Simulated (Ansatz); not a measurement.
# [OH···H···S], triplet in cc-pVDZ: errors against UCCSDT(Q)

Geometry: a point of a hydrogen-transfer path between rigid fragments, not a stationary point.

```xyz
4

O    -0.9007   -0.2316    0.0000
H    -1.1500    0.6949    0.0000
H     0.2893   -0.2316    0.0000
S     1.7613   -0.2316    0.0000
```

Basis cc-pVDZ; Ansatz 0.2.0. Correlated methods freeze the noble-gas cores, which leaves 14 electrons in 36 orbitals. R marks a restricted (for open shells ROHF) determinant, U an unrestricted one. Active spaces: pair = (4e, 4o) about the gap; valence = (14e, 10o) chosen from the atoms' valence shells.

Full CI isn't at hand for all of this; UCCSDT(Q) serves as the reference, and is uncertain by about the last step of the cluster series. The frozen core follows each run's orbitals, which can shift R against U totals by a few meV.

For open shells CISD is restricted-active-space CI with the open shells as a complete middle space.

```
UHF ⟨S²⟩                          : 2.053
T1 diagnostic (RCCSD)             : 0.0247
largest doubles amplitude (RCCSD) : 0.064
T1 diagnostic (UCCSD)             : 0.0245
```

| level | E − E(RHF) (eV) |
| --- | --- |
| UHF | -0.4728 |
| RMP2 | -8.7183 |
| UMP2 | -8.4782 |
| RCCSD | -9.3605 |
| UCCSD | -9.3764 |
| RCCSD(T) | -9.5671 |
| UCCSD(T) | -9.5649 |

Q: Estimate how far UCCSDT(Q) in cc-pVDZ lies from RCCSD(T). The table doesn't fix it; the size of (T) and the diagnostics are the guide.

A: UCCSDT(Q) in cc-pVDZ lies 45 meV below RCCSD(T), which is 22 % of the (T) step (-207 meV). The diagnostics are small and the rest is a small part of (T), but (T) is large here. The miss exceeds 1 kcal/mol.

The other levels:

```json
{"level": "CISD", "E − E(UCCSDT(Q)) (meV)": "1028", "share of correlation (%)": "89.31", "wall time": "6 s"}
{"level": "BCCD(T)", "E − E(UCCSDT(Q)) (meV)": "44", "share of correlation (%)": "99.54", "wall time": "12 s"}
{"level": "RCCSDT", "E − E(UCCSDT(Q)) (meV)": "25", "share of correlation (%)": "99.74", "wall time": "–"}
{"level": "UCCSDT", "E − E(UCCSDT(Q)) (meV)": "23", "share of correlation (%)": "99.76", "wall time": "–"}
{"level": "RCCSDT(Q)", "E − E(UCCSDT(Q)) (meV)": "0", "share of correlation (%)": "100.00", "wall time": "49 s"}
{"level": "CASSCF (pair space)", "E − E(UCCSDT(Q)) (meV)": "8691", "share of correlation (%)": "9.58", "wall time": "–"}
{"level": "NEVPT2 (pair space)", "E − E(UCCSDT(Q)) (meV)": "948", "share of correlation (%)": "90.14", "wall time": "5 s"}
{"level": "MRCISD (pair space)", "E − E(UCCSDT(Q)) (meV)": "867", "share of correlation (%)": "90.98", "wall time": "–"}
{"level": "MRCISD+Q (pair space)", "E − E(UCCSDT(Q)) (meV)": "123", "share of correlation (%)": "98.72", "wall time": "5.5 s"}
{"level": "CASSCF (valence space)", "E − E(UCCSDT(Q)) (meV)": "7668", "share of correlation (%)": "20.22", "wall time": "–"}
{"level": "NEVPT2 (valence space)", "E − E(UCCSDT(Q)) (meV)": "1380", "share of correlation (%)": "85.64", "wall time": "5.5 s"}
{"level": "NEVPT4(SD) (valence space)", "E − E(UCCSDT(Q)) (meV)": "112", "share of correlation (%)": "98.84", "wall time": "8 s"}
{"level": "MRCISD (valence space)", "E − E(UCCSDT(Q)) (meV)": "652", "share of correlation (%)": "93.22", "wall time": "–"}
{"level": "MRCISD+Q (valence space)", "E − E(UCCSDT(Q)) (meV)": "57", "share of correlation (%)": "99.40", "wall time": "8.5 s"}
```

The correlation energy at UCCSDT(Q), counted from RHF, is -9.612 eV. That run took 39 s on 1 thread of Arm Neoverse V2, shared host.

Times hold each run's SCF and search for its determinant on a shared host, so for small cases they say little of a method's own cost; they ran on 1 thread of Arm Neoverse V2.

Natural occupations of CASSCF (valence space) about the gap: 1.997 1.976 1.961 1.005 1.003 0.040 0.025; effectively unpaired electrons, Σ n²(2−n)², 2.02.
